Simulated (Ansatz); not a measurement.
# ClH₂OSi− (SMILES O[SiH-]Cl): one structure at several levels

The task here is to estimate one member of a computed series from the others.

Program: Ansatz 0.2.0, Gaussian basis. Level of theory: single points in def2-TZVPPD. These are calculated values, not measurements.

Cores are frozen in the correlated methods.

## Starting geometry

SMILES `O[SiH-]Cl`, 5 atoms, charge -1, spin multiplicity 1.

Atoms are counted from 1 here; the program's logs count them from 0.

Bond lengths: O1–Si2 1.632 Å, O1–H4 1.001 Å, Si2–H5 1.514 Å. Angles: Si2–O1–H4 126.7°, O1–Si2–H5 99.9°.

Geometry (Å):

```xyz
5
charge -1, multiplicity 1
O    -1.03330   -0.50670   -0.28640
Si   -0.42860    0.73110    0.58790
Cl    1.62970   -0.58240    1.31320
H    -0.56510   -1.00840   -1.01490
H     0.32390    1.47260   -0.49630
```

The first run:

File run/in.yaml:

```yaml
crystal:
  periodic: [false, false, false]
  atoms:
    - {symbol: O, position_ang: [-1.033300, -0.506700, -0.286400]}
    - {symbol: Si, position_ang: [-0.428600, 0.731100, 0.587900]}
    - {symbol: Cl, position_ang: [1.629700, -0.582400, 1.313200]}
    - {symbol: H, position_ang: [-0.565100, -1.008400, -1.014900]}
    - {symbol: H, position_ang: [0.323900, 1.472600, -0.496300]}
basis:
  gaussian: {orbitals: "def2-TZVPPD.json"}
total_charge: -1
correlation: {method: ccsd_t}
output: {forces: true}
```

The basis file named in the input lies beside it (Basis Set Exchange, JSON).

No record of the launch command was kept for these runs.

Among the steps run: CCSD(T)/def2-TZVPPD; PBE0-D4/def2-TZVPPD; wB97M-V/def2-TZVPPD; r2SCAN-D4/def2-TZVPPD; PBE-D4/def2-TZVPPD; SPW92/def2-TZVPPD; r2SCAN0-D4/def2-TZVPPD.

One of the session's tables, all rows but one given; the rest of the session is left out.

```
    method  RMS force component (eV/Å)  angle to CCSD(T) forces (°)
   CCSD(T)                       1.196                    reference
   PBE0-D4                       1.157                          5.2
   wB97M-V                       1.178                          2.9
 r2SCAN-D4                       1.108                          4.1
    PBE-D4                           ?                            ?
     SPW92                       0.959                         12.6
r2SCAN0-D4                       1.166                          9.6
```

**Question.** Estimate the row for PBE-D4.

As computed: RMS force component (eV/Å): 1.119; angle to CCSD(T) forces (°): 10.5. In the column «RMS force component (eV/Å)» it lies between r2SCAN-D4 (1.108) and PBE0-D4 (1.157).
